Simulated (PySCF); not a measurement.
dimethyl ether (C2H6O), SMILES COC.

The structure is a stationary point at B3LYP-D3(BJ)/def2-TZVP.

Computed with SMD-M06-2X/def2-SVP in PySCF.

Solvation free energies are E(SMD) − E(gas) at the gas-phase geometry, for 1 M in both phases. In vacuum the dipole moment is 1.39 D.

Computed solvation free energies in water, acetonitrile, dimethylsulfoxide:
```tsv
solvent	ΔG(solv) (kcal/mol)	its non-electrostatic (CDS) part	dipole (D)
water	-1.2	3.3	1.87
acetonitrile	-1.7	0.7	1.68
dimethylsulfoxide	-1.1	1.2	1.66
```
